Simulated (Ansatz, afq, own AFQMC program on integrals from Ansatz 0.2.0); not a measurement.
AFQMC on a folder of integrals that Ansatz 0.2.0 wrote.

```yaml
crystal:
  periodic: [false, false, false]
  atoms:
    - {symbol: Al, position_ang: [0.000000, -0.242762, 2.198661]}
    - {symbol: Ga, position_ang: [0.000000, 0.222201, -0.474325]}
    - {symbol: B, position_ang: [0.000000, -0.994062, -2.351770]}
    - {symbol: H, position_ang: [0.000000, 1.790187, -0.820383]}
basis:
  gaussian: {orbitals: cc-pVDZ}
magnetization: {spin_polarized: false}
correlation: {method: ccsd_t, electrons: outside_noble_gas, hamiltonian_folder: ham}
```

```sh
$ ansatz run in.yaml --threads 1 --pin off --events-out ev --progress --plain --max-ram 1843MiB
```

Options of the walk:

```
--method free --trial cisd --walkers 60 --time-step 0.03 --max-blocks 80 --target-error 0.00038 --factor-cut 1e-05 --seed 606 --times 0,0.21,0.42,0.81,1.2,1.8,2.4,3 --taylor-order 8
```

Times are imaginary, in 1/Eh. The walk had a cap of 797 s. Filled inner d shells are frozen with the cores.

Output of the walk:

```
orbitals 44  electrons 5 5  factors 349 of 681
reference energy -2190.20845883 Eh
CCSD correlation -0.20594479 Eh in 19 cycles, weight of the determinant in the CISD state 0.7909
repeat  energy at the last time / Eh  error
    10  -2190.425539  0.002265
    20  -2190.423249  0.001372
    30  -2190.422484  0.001322
    40  -2190.422949  0.001044
    50  -2190.422890  0.000912
    60  -2190.423411  0.000850
    70  -2190.423188  0.000757
    80  -2190.423427  0.000703
time / (1/Eh)  energy / Eh  error  mean overlap
  0.00  -2190.414603  0.000299  1.2661
  0.21  -2190.416829  0.000306  1.2655
  0.42  -2190.418404  0.000328  1.2637
  0.81  -2190.420292  0.000340  1.2595
  1.20  -2190.421552  0.000357  1.2525
  1.80  -2190.421907  0.000365  1.2670
  2.40  -2190.422596  0.000516  1.2606
  3.00  -2190.423427  0.000703  1.2537
energy -2190.423427 +/- 0.000703 Eh
```

The run passed its tests (error under three times the target), which doesn't prove that it has relaxed.

Against this walk (error 19.1 meV) on the same determinant: CCSD(T) 59.4 meV higher, CCSDT(Q) 19.0 meV lower (within the noise). The error is statistical, and a free projection of finite length keeps a remainder of its start. The last points still move (meV from the last: 85 ± 9 at 0.81, 51 ± 10 at 1.20, 41 ± 10 at 1.80, 23 ± 14 at 2.40, 0 ± 19 at 3.00), but the last one has reached CCSDT(Q) within the noise or passed it, so little can be left to fall.

Cautions: remainder of the start not in the error; error above the target (19.1 against 10.3 meV); no relativity below Rb; no spin-orbit coupling; inner d shell frozen; another spin lies lower; restricted determinant unstable towards unrestricted (UHF 760 meV lower, ⟨S²⟩ 1.42); raised T1 diagnostic (T1 0.026, weight of the determinant 0.79, largest double 0.06).

The walk took 2.9 min on 1 thread of Arm Neoverse V1, on a shared host. The log's last line is the free-projection energy.

CCSDT and higher add their correlation energy to the determinant of the CCSD(T) run, since their own runs factorise the integrals more tightly (a shift of under 2 meV). A walk keeps the symmetry of its determinant, which the program's search chose and which needn't be the lowest solution, so a lower state of the same spin and another symmetry isn't excluded.
